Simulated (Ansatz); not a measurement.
Reaction (atomization): `CC1=C(N)S1` → 3 C• + 5 H• + N• + S•

Gas-phase electronic energies from Ansatz, PBE0-D4/def2-TZVP geometries. CBS: MP2 limit from def2 TZ/QZ plus the TZ coupled-cluster correction, frozen cores. This one scheme is used for every species, atoms too. DFT in def2-TZVPP. B3LYP here is the variant with VWN-RPA as its local correlation; programs differ in this. Open shells (•) are unrestricted, without spin–orbit coupling. Spin–orbit coupling would lower the free atoms: a little for C, S. One conformer a species, not always the lowest.

(1) What is ΔE at CCSD(T)/CBS? (Best estimate.)

(2) What do these levels give: PBE-D4, PBE0-D4, B3LYP-D4, ωB97M-V, B2PLYP, PBE0, HF/def2-TZVPP, SCS-MP2/def2-TZVPP, CCSD/def2-TZVPP, MP2/def2-QZVPP, HF/CBS(def2), CCSD/CBS(def2)? (An estimate is asked.)

Largest T1 diagnostic among the species: 0.012.

Results:

(1) Ansatz gave: +3853.1 kJ/mol.

(2) The calculation gave: PBE-D4 4032.1, PBE0-D4 3924.1, B3LYP-D4 3876.6, ωB97M-V 3887.5, B2PLYP 3827.6, PBE0 3906.9, HF/def2-TZVPP 2624.6, SCS-MP2/def2-TZVPP 3797.7, CCSD/def2-TZVPP 3648.3, MP2/def2-QZVPP 3904.1, HF/CBS(def2) 2632.4, CCSD/CBS(def2) 3770.0 kJ/mol.

The D4 term adds +33.0 kJ/mol with B3LYP and +17.3 kJ/mol with PBE0; it sums over pairs of atoms, weighted by their polarisabilities, and B3LYP, whose exchange is more repulsive, gets the larger term. In def2-TZVPP, CCSD(T) changes the Hartree–Fock value by +1106.8 kJ/mol (the triples alone add +83.1 kJ/mol) and MP2 by +1207.3 kJ/mol; breaking electron pairs costs correlation energy, which Hartree–Fock lacks. From PBE to PBE0 (25 % exact exchange), in def2-TZVPP and without D4, ΔE moves by −104.8 kJ/mol: exact exchange takes away binding that semilocal exchange gives to molecules.

For atomizations the MP2-based limit and the directly extrapolated one differ by several kJ/mol either way, and by 10 to 25 for some Ge, Se and Sn compounds, so smaller differences from it don't rank the levels.
